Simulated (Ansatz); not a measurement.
# CH₂BCl: functionals against CCSD(T) at one geometry

An exercise on one series of results from a longer session: the logs are not shown, and one member is left open.

Program: Ansatz 0.2.0, Gaussian basis. Level of theory: single points in def2-TZVPP. These are calculated values, not measurements.

Cores are frozen in the correlated methods.

## The starting structure

SMILES `B=CCl`, 5 atoms, charge 0, spin multiplicity 1.

Atoms are counted from 1 here; the program's logs count them from 0.

Bond lengths: B1–C2 1.365 Å, B1–H4 1.184 Å, C2–Cl3 1.775 Å, C2–H5 1.109 Å. Angles: C2–B1–H4 173.1°, B1–C2–Cl3 118.5°, B1–C2–H5 132.9°, Cl3–C2–H5 106.8°.

Coordinates:

```
B    -0.6788    0.1845   -0.5229
C     0.3111    0.0060    0.4005
Cl    1.6975   -1.0146   -0.0306
H    -1.5027    0.4770   -1.3218
H     0.3579    0.1633    1.4976
```

Set-up of the first run:

Input file run/in.yaml:

```yaml
crystal:
  periodic: [false, false, false]
  atoms:
    - {symbol: B, position_ang: [-0.678812, 0.184519, -0.522927]}
    - {symbol: C, position_ang: [0.311091, 0.005952, 0.400513]}
    - {symbol: Cl, position_ang: [1.697510, -1.014645, -0.030648]}
    - {symbol: H, position_ang: [-1.502674, 0.477014, -1.321759]}
    - {symbol: H, position_ang: [0.357857, 0.163255, 1.497561]}
basis:
  gaussian: {orbitals: def2-TZVPP}
hamiltonian: {xc: pbe, dispersion: d4}
output: {forces: true}
```

Command:

```console
$ ansatz run in.yaml --threads 2 --pin off --events-out ev --progress --plain --max-ram 3481MiB
```

Among the steps run: PBE-D4/def2-TZVPP; r2SCAN-D4/def2-TZVPP; PBE0-D4/def2-TZVPP; wB97M-V/def2-TZVPP; CCSD(T)/def2-TZVPP.

One of the session's tables, all rows but one given; the rest of the session is left out.

```
   method  RMS force component (eV/Å)  angle to CCSD(T) forces (°)  dipole (D)
   PBE-D4                       0.805                          4.7        1.57
r2SCAN-D4                       0.817                          6.1        1.75
  PBE0-D4                       0.816                         11.6        1.81
  wB97M-V                           ?                            ?           ?
  CCSD(T)                       0.979                    reference        1.78
```

Q: Estimate the row for wB97M-V from the others.

As computed: RMS force component (eV/Å): 0.779; angle to CCSD(T) forces (°): 10.8; dipole (D): 1.88. In the column «RMS force component (eV/Å)» it is the lowest.

Limits of these values: CCSD(T) in triple zeta still lacks some correlation energy of the bonds, so part of these gaps is its own basis error and they don't rank the functionals.
